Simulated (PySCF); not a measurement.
C₄H₉NO.
Structure used (GFN2-xTB), in Å, numbered top down from 1:
```xyz
15
C4H9NO angstrom
C     -1.5797    0.6421   -0.1299
C     -1.0451   -0.7810   -0.2294
C      0.3217   -0.9229    0.4412
N      1.3277   -0.1121   -0.2088
C      1.9513    0.9060    0.4091
O      1.7983    1.2283    1.5601
H     -1.6841    0.9333    0.9121
H     -2.5507    0.7195   -0.6124
H     -0.9007    1.3436   -0.6095
H     -0.9644   -1.0745   -1.2794
H     -1.7388   -1.4694    0.2556
H      0.2746   -0.5787    1.4765
H      0.6372   -1.9723    0.4272
H      1.4937   -0.2824   -1.1880
H      2.6544    1.4284   -0.2688
```

The closed-shell SCF was solved with PySCF and density fitting under several settings on one GFN2-xTB geometry (grid level 2 and gas phase unless stated).

```json
{"settings": "PBE0/pcSseg-1", "basis functions": "147", "SCF cycles": "14", "E (Eh)": "-287.4660", "HOMO (eV)": "-7.38", "LUMO (eV)": "0.86", "dipole (D)": "3.90"}
{"settings": "PBE0/def2-SVPD", "basis functions": "195", "SCF cycles": "14", "E (Eh)": "-287.3093", "HOMO (eV)": "-7.51", "LUMO (eV)": "0.43", "dipole (D)": "3.99"}
{"settings": "PBE/aug-pcSseg-1", "basis functions": "237", "SCF cycles": "16", "E (Eh)": "-287.4597", "HOMO (eV)": "-5.86", "LUMO (eV)": "-0.84", "dipole (D)": "3.82"}
{"settings": "WP04/pcSseg-1, damping 0.1 at the start, DIIS from the seventh cycle, fitting basis def2-qzvpp-jkfit", "basis functions": "147", "SCF cycles": "23", "E (Eh)": "-294.5801", "HOMO (eV)": "-8.48", "LUMO (eV)": "-1.43", "dipole (D)": "3.99"}
```

Estimate the row for these settings: PBE0/pcJ-1.

| settings | basis functions | SCF cycles | E (Eh) | HOMO (eV) | LUMO (eV) | dipole (D) |
| --- | --- | --- | --- | --- | --- | --- |
| PBE0/pcJ-1 | 252 | 14 | -287.5085 | -7.37 | 0.87 | 3.93 |

Over all rows, what range does the HOMO–LUMO gap span?

From 5.02 eV to 8.24 eV.

Compare two rows with the functional PBE0: PBE0/pcSseg-1 and PBE0/def2-SVPD. Which energy is lower, and by how much?

PBE0/pcSseg-1 (147 functions) lies 0.1567 Eh or 98 kcal/mol below PBE0/def2-SVPD (195 functions). The smaller set gives the lower energy; the two sets aren't nested, so the variational bound doesn't order them by size.

Cycle counts include a coarse-grid stage where the run had one. WP04 was designed for NMR shieldings or shifts; total energies of different functionals aren't comparable.

One conformer stands for the species.
